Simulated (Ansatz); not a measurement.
Results of rVV10 in Ansatz (PAW) for zinc-blende HgS (metastable phase).

Numerical settings: plane-wave cutoff 520 eV, 10×10×10 k mesh, Fermi–Dirac smearing 0.01 eV, scalar-relativistic PAW data made under PBE.

Pressure at four volumes; x = ln(V/27.159 Å³). One pressure is withheld.

```
V (Å³/atom)        x  P (GPa)
-----------  -------  -------
25.529       -0.0619        ?
26.072       -0.0408     2.36
27.159        0.0000     0.02
28.788        0.0583    -2.61
```

Question: Pass a parabola P(x) through the three rows shown, estimate the bulk modulus and its pressure derivative near zero pressure, and predict the withheld pressure.

Answer: Slopes between the rows: (0.02 − (2.36))/(0.0000 − (-0.0408)) = -57.35 and (-2.61 − (0.02))/(0.0583 − (0.0000)) = -45.11 GPa. Their difference over the span 0.0991 is c = 12.24/0.0991 = 123.5 GPa, so P(x) = 2.36 + (-57.35)(x − (-0.0408)) + 123.5 (x − (-0.0408))(x − (0.0000)). At the middle row B = −dP/dx = −[-57.35 + 123.5 × 0.0408] = 52.3 GPa, and B′ = dB/dP = 2c/B = 4.7. At x = -0.0619 the parabola gives 3.73 GPa; the run gives 3.75 GPa. The Birch–Murnaghan fit to the energies at all volumes has B0 = 51.8 GPa and B′ = 4.9.

Spin–orbit coupling is not included; it can open a gap where bands touch, and shift volumes and moduli.

Ansatz is a quantum-chemistry and plane-wave program.
